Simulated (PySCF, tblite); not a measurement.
# sulfur trioxide and ammonia

A gas-phase complex of sulfur trioxide and ammonia; neutral, singlet. The structure comes from a short search (6 tight-binding starts) and was optimised by PBE0-D3(BJ)/def2-SVPD; another way of binding may lie lower.

This structure isn't a minimum: the optimisation stopped short of the minimum along a soft mode, which is imaginary here (94i cm⁻¹ by PBE0-D3(BJ)/def2-SVPD), and forces of up to 0.008 eV/Å are left. All values below rest on it.

| part | name | SMILES | atoms | charge | multiplicity |
| --- | --- | --- | --- | --- | --- |
| 1 | sulfur trioxide | O=S(=O)=O | 1–4 | 0 | 1 |
| 2 | ammonia | N | 5–8 | 0 | 1 |

```tsv
atom	part	x (Å)	y (Å)	z (Å)
O1	1	-1.191	-0.899	0.676
S2	1	-0.564	0.404	0.522
O3	1	-0.862	1.180	-0.671
O4	1	0.686	0.658	1.220
N5	2	-1.784	1.428	1.800
H6	2	-1.204	1.904	2.488
H7	2	-2.406	0.763	2.256
H8	2	-2.321	2.103	1.258
```

Contacts between parts, classed by geometry: S2···N5 2.042 Å (partial bond).

Deforming the relaxed parts to their shape here costs 7.8 kcal/mol, which the interaction energies leave out.

Interaction energies are complex less parts, with the parts frozen as they stand in it; counterpoise-corrected, in kcal/mol (PySCF).

Task: Give the interaction energy at each level run.

Result: 
| level | interaction | superposition error removed |
| --- | --- | --- |
| wB97M-D3(BJ)/def2-TZVPD | -30.40 | -0.41 |
| PBE0-D3(BJ)/def2-TZVPD | -32.52 | -0.39 |

Task: What holds them together? Decompose the wB97M-D3(BJ)/def2-TZVPD energy: frozen parts, their antisymmetrised product, then relaxation.

Result: electrostatic -87.7, Pauli repulsion +132.9, orbital relaxation -73.2, dispersion correction -2.7 kcal/mol, which sum to the value before the counterpoise correction; the Pauli term holds the exchange-correlation of the frozen density too. Of the attraction, 54 % is electrostatic, 45 % is orbital relaxation, 2 % is dispersion correction.

The parts were also relaxed and run alone, at the levels used for the complex: shieldings by PBE0/pcSseg-2.

Task: How do these values change when the complex forms?

Result: 
```
             property  alone  in the complex  change
shielding of S2 (ppm)   35.9            96.9   +61.0
shielding of N5 (ppm)  262.5           170.5   -92.0
```
